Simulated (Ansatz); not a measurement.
# CH₃Al (triplet): the correlation ladder, cc-pVDZ

Aim: climb from Hartree-Fock through coupled cluster and multireference methods for CH₃Al (triplet) at one geometry and basis, and see what each rung misses.

Program: Ansatz 0.2.0, Gaussian basis. Level of theory: cc-pVDZ, core rule «outside noble gas», up to 6 orbitals frozen. These are calculated values, not measurements.

Plan: UHF; CCSD(T) on ROHF; CCSD(T) on UHF; BCCD(T) on ROHF; CISD as a restricted active space (open shells left free, so some higher excitations enter); CCSDT(Q) on ROHF; CCSDT(Q) on UHF; CASSCF and MRCISD+Q, 10 electrons in 11 orbitals; CASSCF and NEVPT2, 10 electrons in 11 orbitals.

31 further runs of the same task are left out: 2 for a known fault of the program, 17 that didn't finish, 12 set aside as unsound or not needed. Runs told in other sessions of the task aren't counted.

## 1. The geometry

The geometry is a PBE0/def2-TZVP stationary point (not a proven minimum).

5 atoms, charge 0, spin multiplicity 3.

Atoms are counted from 1 here; the program's logs count them from 0.

Bond lengths: Al1–C2 1.889 Å, Al1–H3 1.584 Å, Al1–H4 1.584 Å, C2–H5 1.082 Å. Angles: C2–Al1–H3 119.2°, C2–Al1–H4 119.2°, H3–Al1–H4 121.5°, Al1–C2–H5 180.0°.

Coordinates:

| atom | x (Å) | y (Å) | z (Å) |
| --- | --- | --- | --- |
| Al1 | 0.0000 | 0.0000 | 0.5743 |
| C2 | 0.0000 | 0.0000 | -1.3152 |
| H3 | 0.0000 | 1.3820 | 1.3476 |
| H4 | 0.0000 | -1.3820 | 1.3476 |
| H5 | 0.0000 | 0.0000 | -2.3973 |

In the tables R marks a restricted open-shell determinant and U an unrestricted one; 'valence' is the active space of 10 electrons in 11 orbitals; energies count from the table's Hartree-Fock row.

## 2. UHF

Input file in.yaml:

```yaml
crystal:
  periodic: [false, false, false]
  atoms:
    - {symbol: Al, position_ang: [0.000000, 0.000000, 0.574312]}
    - {symbol: C, position_ang: [0.000000, 0.000000, -1.315163]}
    - {symbol: H, position_ang: [0.000000, 1.382040, 1.347560]}
    - {symbol: H, position_ang: [0.000000, -1.382040, 1.347560]}
    - {symbol: H, position_ang: [0.000000, 0.000000, -2.397288]}
basis:
  gaussian: {orbitals: cc-pVDZ}
magnetization: {spin_polarized: true, initial_magnetization: 2}
hamiltonian: {xc: hf}
output: {orbitals: {seedname: orbitals}}
```

Launch:

```console
$ ansatz run in.yaml --threads 1 --pin off --events-out ev --progress --plain --max-ram 2393MiB
```

Output:

```text
Functional definition: HF
  name "HF"
  cite "Fock, Z. Phys. 61, 126 (1930) doi:10.1007/BF01340294"
  parent pbe
  exchange = exact_x
  correlation = 0
443 factors; integrals over basis functions are off by at most 9.2e-4 eV
mean field evaluation 1: about -7657.1622 eV, gradient 1.0e1 eV
mean field evaluation 2: about -7657.1638 eV, gradient 1.0e1 eV
mean field evaluation 4: about -7658.2428 eV, gradient 1.2e0 eV
mean field evaluation 8: about -7658.2621 eV, gradient 5.9e-4 eV
mean field -7658.26214517 eV, -281.4359428785 hartree, gradient 1.3e-5 eV, S^2 2.021027; 0 other end points of the search recorded, 0 dependent functions left out
reference -7658.26214517 eV, -281.4359428785 hartree; 12, 10 occupied and 35, 37 virtual orbitals, 443 factors
Total energy: -7658.26214517 eV, -281.4359428785 hartree
```

Run time: 0.48 s. Hardware: 1 thread of Intel Xeon Platinum 8259CL at 2.50GHz, shared host.

From the report: ⟨S²⟩ of the determinant 2.021 (pure triplet: 2.00).

## 3. CCSD(T) on ROHF

in.yaml: that of step 2 with these lines changed.

```diff
@@ -10,4 +10,4 @@
   gaussian: {orbitals: cc-pVDZ}
-magnetization: {spin_polarized: true, initial_magnetization: 2}
-hamiltonian: {xc: hf}
-output: {orbitals: {seedname: orbitals}}
+magnetization: {spin_polarized: false, initial_magnetization: 2}
+correlation: {method: ccsd_t, electrons: outside_noble_gas}
+output: {forces: true}
```

Same command.

Output, cut to the lines that bear on the results:

```text
Functional definition: HF
  name "HF"
  cite "Fock, Z. Phys. 61, 126 (1930) doi:10.1007/BF01340294"
  parent pbe
[...]
443 factors; integrals over basis functions are off by at most 9.2e-4 eV
[...]
mean field -7658.06564752 eV, -281.4287217230 hartree, gradient 1.3e-6 eV, S^2 2.000000; 0 other end points of the search recorded, 0 dependent functions left out
6 core orbitals not correlated: weight in the atoms' cores, before any rotation towards them, 1.000 or more for the frozen orbitals, at most 0.000 for the correlated occupied ones
reference -7658.06564752 eV, -281.4287217230 hartree; 6, 4 occupied and 35, 37 virtual orbitals, 443 factors
second order -4.20160694 eV of doubles, -0.10859324 eV of singles
cycle   1  -5.03410471 eV  change   -7.2e-1 eV  update   5.9e-2
[...]
cycle  12  -5.28663962 eV  change    3.0e-7 eV  update   9.2e-7
perturbative correction -0.09898698 eV, -0.0036377043 hartree
[...]
Total energy: -7663.45127412 eV, -281.6266398499 hartree
Atom 0 at     0.000000     0.000000     0.574312 Å, force    -0.000000    -0.000000     0.516372 eV/Å
Atom 1 at     0.000000     0.000000    -1.315163 Å, force     0.000000     0.000000    -0.004922 eV/Å
Atom 2 at     0.000000     1.382040     1.347560 Å, force    -0.000000     0.034621     0.029772 eV/Å
Atom 3 at     0.000000    -1.382040     1.347560 Å, force     0.000000    -0.034621     0.029772 eV/Å
Atom 4 at     0.000000     0.000000    -2.397288 Å, force     0.000000    -0.000000    -0.570993 eV/Å
Dipole moment:     0.000000     0.000000    -0.136533 e Å
```

Wall time 3.6 s (1 thread of Intel Xeon Platinum 8259CL at 2.50GHz, shared host).

From the report: correlation -5.3856 eV; T1 0.020; largest double amplitude 0.03.

## 4. CCSD(T) on UHF

in.yaml: that of step 3 with these lines changed.

```diff
@@ -10,3 +10,3 @@
   gaussian: {orbitals: cc-pVDZ}
-magnetization: {spin_polarized: false, initial_magnetization: 2}
+magnetization: {spin_polarized: true, initial_magnetization: 2}
 correlation: {method: ccsd_t, electrons: outside_noble_gas}
```

Launched as before.

Output, cut to the lines that bear on the results:

```text
Functional definition: HF
  name "HF"
  cite "Fock, Z. Phys. 61, 126 (1930) doi:10.1007/BF01340294"
  parent pbe
[...]
443 factors; integrals over basis functions are off by at most 9.2e-4 eV
[...]
mean field -7658.26214517 eV, -281.4359428785 hartree, gradient 1.1e-6 eV, S^2 2.021027; 0 other end points of the search recorded, 0 dependent functions left out
6 core orbitals not correlated: weight in the atoms' cores, before any rotation towards them, 1.000 or more for the frozen orbitals, at most 0.000 for the correlated occupied ones
reference -7658.26214517 eV, -281.4359428785 hartree; 6, 4 occupied and 35, 37 virtual orbitals, 443 factors
second order -4.11382047 eV of doubles, -0.00000000 eV of singles
cycle   1  -4.82456566 eV  change   -7.1e-1 eV  update   6.0e-2
[...]
cycle  12  -5.09389747 eV  change   -2.6e-7 eV  update   1.1e-6
perturbative correction -0.09604664 eV, -0.0035296490 hartree
[...]
Total energy: -7663.45208928 eV, -281.6266698066 hartree
Atom 0 at     0.000000     0.000000     0.574312 Å, force    -0.000000    -0.000000     0.516354 eV/Å
Atom 1 at     0.000000     0.000000    -1.315163 Å, force     0.000000     0.000000    -0.005594 eV/Å
Atom 2 at     0.000000     1.382040     1.347560 Å, force    -0.000000     0.034439     0.029702 eV/Å
Atom 3 at     0.000000    -1.382040     1.347560 Å, force     0.000000    -0.034439     0.029702 eV/Å
Atom 4 at     0.000000     0.000000    -2.397288 Å, force     0.000000    -0.000000    -0.570163 eV/Å
Dipole moment:     0.000000     0.000000    -0.136438 e Å
```

Wall time 3.4 s (1 thread of Intel Xeon Platinum 8259CL at 2.50GHz, shared host).

From the report: ⟨S²⟩ of the determinant 2.021 (pure triplet: 2.00); correlation -5.1899 eV; T1 0.014; largest double amplitude 0.03.

## 5. BCCD(T) on ROHF

in.yaml: that of step 4 with these lines changed.

```diff
@@ -10,4 +10,3 @@
   gaussian: {orbitals: cc-pVDZ}
-magnetization: {spin_polarized: true, initial_magnetization: 2}
-correlation: {method: ccsd_t, electrons: outside_noble_gas}
-output: {forces: true}
+magnetization: {spin_polarized: false, initial_magnetization: 2}
+correlation: {method: bccd_t, electrons: outside_noble_gas}
```

Launched as before.

Output, cut to the lines that bear on the results:

```text
Functional definition: HF
  name "HF"
  cite "Fock, Z. Phys. 61, 126 (1930) doi:10.1007/BF01340294"
  parent pbe
[...]
443 factors; integrals over basis functions are off by at most 9.2e-4 eV
[...]
mean field -7658.06564752 eV, -281.4287217230 hartree, gradient 1.3e-6 eV, S^2 2.000000; 0 other end points of the search recorded, 0 dependent functions left out
6 core orbitals not correlated: weight in the atoms' cores, before any rotation towards them, 1.000 or more for the frozen orbitals, at most 0.000 for the correlated occupied ones
reference -7658.06564752 eV, -281.4287217230 hartree; 6, 4 occupied and 35, 37 virtual orbitals, 443 factors
second order -4.20160694 eV of doubles, -0.10859324 eV of singles
cycle   1  -5.05152876 eV  change   -7.4e-1 eV  update   6.0e-2
[...]
cycle  10  -5.28519406 eV  change    4.0e-6 eV  update   8.1e-6
perturbative correction -0.10090906 eV, -0.0037083396 hartree
Total energy: -7663.45175064 eV, -281.6266573619 hartree
```

It took 1.8 s on 1 thread of Intel Xeon Platinum 8259CL at 2.50GHz, shared host.

From the report: correlation -5.3861 eV; largest double amplitude 0.03.

## 6. CISD as a restricted active space (open shells left free, so some higher excitations enter)

in.yaml: that of step 5 with these lines changed.

```diff
@@ -11,2 +11,2 @@
 magnetization: {spin_polarized: false, initial_magnetization: 2}
-correlation: {method: bccd_t, electrons: outside_noble_gas}
+correlation: {active_space: {ras: {orbitals: [4, 2, 35], electrons: 10, max_holes: 2, max_particles: 2}, fixed_orbitals: true}}
```

Launched as before.

Output:

```text
Functional definition: HF
  name "HF"
  cite "Fock, Z. Phys. 61, 126 (1930) doi:10.1007/BF01340294"
  parent pbe
  exchange = exact_x
  correlation = 0
443 factors; integrals over basis functions are off by at most 9.2e-4 eV
mean field evaluation 1: about -7657.0838 eV, gradient 1.2e1 eV
mean field evaluation 2: about -7657.0853 eV, gradient 1.2e1 eV
mean field evaluation 4: about -7658.0574 eV, gradient 1.3e0 eV
mean field evaluation 8: about -7658.0656 eV, gradient 4.8e-4 eV
mean field -7658.06564752 eV, -281.4287217230 hartree, gradient 1.3e-6 eV, S^2 2.000000; 0 other end points of the search recorded, 0 dependent functions left out
reference -7658.06564752 eV, -281.4287217230 hartree; 12, 10 occupied and 35, 37 virtual orbitals, 443 factors
state -7663.02412413 eV, -281.6109423775 hartree
Total energy: -7663.02412413 eV, -281.6109423775 hartree
```

It took 3.8 s on 1 thread of Intel Xeon Platinum 8259CL at 2.50GHz, shared host.

From the report: 45,416 determinants.

## 7. CCSDT(Q) on ROHF

in.yaml: that of step 6 with these lines changed.

```diff
@@ -11,2 +11,2 @@
 magnetization: {spin_polarized: false, initial_magnetization: 2}
-correlation: {active_space: {ras: {orbitals: [4, 2, 35], electrons: 10, max_holes: 2, max_particles: 2}, fixed_orbitals: true}}
+correlation: {method: ccsdt_q, electrons: outside_noble_gas}
```

Launched as before.

Output, cut to the lines that bear on the results:

```text
Functional definition: HF
  name "HF"
  cite "Fock, Z. Phys. 61, 126 (1930) doi:10.1007/BF01340294"
  parent pbe
[...]
865 factors; integrals over basis functions are off by at most 1.8e-7 eV
[...]
mean field -7658.06572000 eV, -281.4287243867 hartree, gradient 1.3e-6 eV, S^2 2.000000; 0 other end points of the search recorded, 0 dependent functions left out
6 core orbitals not correlated: weight in the atoms' cores, before any rotation towards them, 1.000 or more for the frozen orbitals, at most 0.000 for the correlated occupied ones
reference -7658.06572000 eV, -281.4287243867 hartree; 6, 4 occupied and 35, 37 virtual orbitals, 865 factors
second order -4.20164422 eV of doubles, -0.10859286 eV of singles
cycle   1  -5.03410711 eV  change   -7.2e-1 eV  update   6.4e-2
[...]
cycle  16  -5.40899107 eV  change    9.1e-7 eV  update   4.7e-7
perturbative correction -0.00502061 eV, -0.0001845040 hartree
Total energy: -7663.47973168 eV, -281.6276856461 hartree
```

Run time: 33 s. Hardware: 1 thread of Intel Xeon Platinum 8259CL at 2.50GHz, shared host; peak memory 0.52 GiB.

From the report: correlation -5.4140 eV; T1 0.020; largest double amplitude 0.04.

## 8. CCSDT(Q) on UHF

in.yaml: that of step 7 with these lines changed.

```diff
@@ -10,3 +10,3 @@
   gaussian: {orbitals: cc-pVDZ}
-magnetization: {spin_polarized: false, initial_magnetization: 2}
+magnetization: {spin_polarized: true, initial_magnetization: 2}
 correlation: {method: ccsdt_q, electrons: outside_noble_gas}
```

The command is unchanged.

Output, cut to the lines that bear on the results:

```text
Functional definition: HF
  name "HF"
  cite "Fock, Z. Phys. 61, 126 (1930) doi:10.1007/BF01340294"
  parent pbe
[...]
865 factors; integrals over basis functions are off by at most 1.8e-7 eV
[...]
mean field -7658.26221705 eV, -281.4359455198 hartree, gradient 1.1e-6 eV, S^2 2.021027; 0 other end points of the search recorded, 0 dependent functions left out
6 core orbitals not correlated: weight in the atoms' cores, before any rotation towards them, 1.000 or more for the frozen orbitals, at most 0.000 for the correlated occupied ones
reference -7658.26221705 eV, -281.4359455198 hartree; 6, 4 occupied and 35, 37 virtual orbitals, 865 factors
second order -4.11385717 eV of doubles, -0.00000000 eV of singles
cycle   1  -4.82456843 eV  change   -7.1e-1 eV  update   6.5e-2
[...]
cycle  16  -5.21352097 eV  change    1.1e-6 eV  update   5.5e-7
perturbative correction -0.00507588 eV, -0.0001865353 hartree
Total energy: -7663.48081389 eV, -281.6277254168 hartree
```

It took 28 s on 1 thread of Intel Xeon Platinum 8259CL at 2.50GHz, shared host; peak memory 0.42 GiB.

From the report: ⟨S²⟩ of the determinant 2.021 (pure triplet: 2.00); correlation -5.2186 eV; T1 0.015; largest double amplitude 0.03.

## 9. CASSCF and MRCISD+Q, 10 electrons in 11 orbitals

in.yaml: that of step 8 with these lines changed.

```diff
@@ -10,3 +10,3 @@
   gaussian: {orbitals: cc-pVDZ}
-magnetization: {spin_polarized: true, initial_magnetization: 2}
-correlation: {method: ccsdt_q, electrons: outside_noble_gas}
+magnetization: {spin_polarized: false, initial_magnetization: 2}
+correlation: {method: fic_mrcisd_q, electrons: outside_noble_gas, active_space: {window: {electrons: 10, orbitals: 11}, shells: [{species: Al, l: s, shell: 3}, {species: Al, l: p, shell: 3}, {species: C, l: s, shell: 2}, {species: C, l: p, shell: 2}, {species: H, l: s, shell: 1}]}}
```

Launched as before.

Output, cut to the lines that bear on the results:

```text
Functional definition: HF
  name "HF"
  cite "Fock, Z. Phys. 61, 126 (1930) doi:10.1007/BF01340294"
  parent pbe
[...]
865 factors; integrals over basis functions are off by at most 1.8e-7 eV
[...]
mean field -7658.06572000 eV, -281.4287243867 hartree, gradient 1.3e-6 eV, S^2 2.000000; 0 other end points of the search recorded, 0 dependent functions left out
reference -7658.06572000 eV, -281.4287243867 hartree; 12, 10 occupied and 35, 37 virtual orbitals, 865 factors
state -7660.16515105 eV, -281.5058770546 hartree
contracted CI cycle   1: correlation 0.00000000 eV, 0.0000000000 hartree, residual 1.44e1 eV
contracted CI cycle   2: correlation -2.99420032 eV, -0.1100348323 hartree, residual 2.88e0 eV
contracted CI cycle   3: correlation -3.12249741 eV, -0.1147496633 hartree, residual 6.75e-1 eV
contracted CI cycle   4: correlation -3.12952368 eV, -0.1150078741 hartree, residual 1.69e-1 eV
contracted CI cycle   5: correlation -3.12993384 eV, -0.1150229470 hartree, residual 3.91e-2 eV
contracted CI cycle   6: correlation -3.12995623 eV, -0.1150237699 hartree, residual 1.00e-2 eV
contracted CI cycle   7: correlation -3.12995776 eV, -0.1150238261 hartree, residual 2.55e-3 eV
contracted CI cycle   8: correlation -3.12995786 eV, -0.1150238298 hartree, residual 6.81e-4 eV
state -7660.16515105 eV, -281.5058770546 hartree; corrected -7663.46878564 eV, -281.6272833866 hartree
Total energy: -7663.46878564 eV, -281.6272833866 hartree
Checks for a lower state left out: starts, orbital_swaps
```

Wall time 24 s (1 thread of Intel Xeon Platinum 8259CL at 2.50GHz, shared host); peak memory 0.97 GiB.

From the report: 52,896 determinants; active occupations 1.98, 1.98, 1.97, 1.97, 1.00, 0.99, 0.04, 0.02, 0.02, 0.02, 0.01.

## 10. CASSCF and NEVPT2, 10 electrons in 11 orbitals

Input file in.yaml:

```yaml
crystal:
  periodic: [false, false, false]
  atoms:
    - {symbol: Al, position_ang: [0.000000, 0.000000, 0.574312]}
    - {symbol: C, position_ang: [0.000000, 0.000000, -1.315163]}
    - {symbol: H, position_ang: [0.000000, 1.382040, 1.347560]}
    - {symbol: H, position_ang: [0.000000, -1.382040, 1.347560]}
    - {symbol: H, position_ang: [0.000000, 0.000000, -2.397288]}
basis:
  gaussian: {orbitals: cc-pVDZ}
magnetization: {spin_polarized: false, initial_magnetization: 2}
correlation: {method: sc_nevpt2, electrons: outside_noble_gas, active_space: {window: {electrons: 10, orbitals: 11}, shells: [{species: Al, l: s, shell: 3}, {species: Al, l: p, shell: 3}, {species: C, l: s, shell: 2}, {species: C, l: p, shell: 2}, {species: H, l: s, shell: 1}]}}
```

Same command.

Output:

```text
Functional definition: HF
  name "HF"
  cite "Fock, Z. Phys. 61, 126 (1930) doi:10.1007/BF01340294"
  parent pbe
  exchange = exact_x
  correlation = 0
865 factors; integrals over basis functions are off by at most 1.8e-7 eV
mean field evaluation 1: about -7657.0837 eV, gradient 1.2e1 eV
mean field evaluation 2: about -7657.0854 eV, gradient 1.2e1 eV
mean field evaluation 4: about -7658.0576 eV, gradient 1.3e0 eV
mean field evaluation 8: about -7658.0657 eV, gradient 4.8e-4 eV
mean field -7658.06572000 eV, -281.4287243867 hartree, gradient 1.3e-6 eV, S^2 2.000000; 0 other end points of the search recorded, 0 dependent functions left out
reference -7658.06572000 eV, -281.4287243867 hartree; 12, 10 occupied and 35, 37 virtual orbitals, 865 factors
state -7660.16515105 eV, -281.5058770546 hartree
state -7660.16515105 eV, -281.5058770546 hartree; corrected -7662.58292695 eV, -281.5947286802 hartree
Total energy: -7662.58292695 eV, -281.5947286802 hartree
Checks for a lower state left out: starts, orbital_swaps
```

It took 17 s on 1 thread of Intel Xeon Platinum 8259CL at 2.50GHz, shared host.

From the report: 52,896 determinants; active occupations 1.98, 1.98, 1.97, 1.97, 1.00, 0.99, 0.04, 0.02, 0.02, 0.02, 0.01.

## 11. Natural occupations

Natural occupations of the CASSCF valence state about the gap (report; correlated orbitals 1 to 10): 1.984, 1.975, 1.974, 1.973, 0.999, 0.993, 0.036, 0.024, 0.017, 0.015. The count of effectively unpaired electrons, Σ n²(2 − n)², is 2.02; a single determinant of this spin has 2.

## 12. Misses and costs

The yardstick is UCCSDT(Q), where the cluster series has nearly closed. Rows without a time are mean-field rows or come out of runs for another level: lower rungs of the coupled-cluster runs, CASSCF and MRCISD of the multireference runs, or the Hartree-Fock search. The times of RCCSD(T), UCCSD(T) include forces.

Differences are taken before rounding.

| method | energy from the lowest ROHF (meV) | from UCCSDT(Q) (meV) | time |
| --- | --- | --- | --- |
| ROHF | 0.0 | +5415.2 |  |
| UHF | -196.5 | +5218.7 |  |
| RMP2 | -4310.2 | +1105.0 |  |
| UMP2 | -4310.3 | +1104.8 |  |
| CISD | -4958.5 | +456.7 | 3.8 s |
| RCCSD | -5286.6 | +128.5 |  |
| UCCSD | -5290.4 | +124.8 |  |
| RCCSD(T) | -5385.6 | +29.5 | 3.6 s |
| UCCSD(T) | -5386.4 | +28.7 | 3.4 s |
| BCCD(T) | -5386.1 | +29.1 | 1.8 s |
| RCCSDT | -5409.1 | +6.1 |  |
| UCCSDT | -5410.1 | +5.1 |  |
| RCCSDT(Q) | -5414.1 | +1.1 | 33 s |
| UCCSDT(Q) | -5415.2 | 0 | 28 s |
| CASSCF valence | -2099.5 | +3315.7 |  |
| NEVPT2 valence | -4517.3 | +897.9 | 17 s |
| MRCISD valence | -5229.5 | +185.7 |  |
| MRCISD+Q valence | -5403.1 | +12.0 | 24 s |

Among the levels timed on like hardware and quicker than the yardstick, those that no quicker one beats, quickest first: BCCD(T) (1.8 s, +29.1 meV); UCCSD(T) (3.4 s, +28.7 meV); MRCISD+Q valence (24 s, +12.0 meV).

With the free atoms at the same levels and basis (separate runs), the atomisation energy is 12.179 eV at UCCSDT(Q), 12.170 eV at RCCSD(T), 12.169 eV at UCCSD(T), 10.295 eV at ROHF.

## 13. What came out

| quantity | value |
| --- | --- |
| UCCSDT(Q) from the ROHF energy | -5.4152 eV |
| RMP2 from UCCSDT(Q) | +1105.0 meV |
| UMP2 from UCCSDT(Q) | +1104.8 meV |
| RCCSD from UCCSDT(Q) | +128.5 meV |
| RCCSD(T) from UCCSDT(Q) | +29.5 meV |
| UCCSD(T) from UCCSDT(Q) | +28.7 meV |
| RCCSDT(Q) from UCCSDT(Q) | +1.1 meV |
| NEVPT2 valence from UCCSDT(Q) | +897.9 meV |
| MRCISD+Q valence from UCCSDT(Q) | +12.0 meV |
| levels within 1 kcal/mol (43 meV) | RCCSD(T), UCCSD(T), BCCD(T), RCCSDT, UCCSDT, RCCSDT(Q), MRCISD+Q valence |
| T1 diagnostic | 0.020 |
| effectively unpaired electrons | 2.02 |

**Reading.** RCCSD(T) misses by +29.5 meV, 0.5 % of the correlation energy. One determinant dominates. Of the multireference levels listed MRCISD+Q valence comes nearest in total energy (+12.0 meV), which doesn't show that its space is the better one. These misses are within one basis, not against nature; the frozen cores of restricted and unrestricted runs differ, which can shift their rows.

With open shells the CI space here admits some higher excitations, so it is larger than plain CISD.

MRCISD+Q valence reaches 12.0 meV from the reference in 24 s, where UCCSDT(Q) took 28 s; the quickest level in the cost chart, BCCD(T), takes 1.8 s and misses by 29.1 meV.
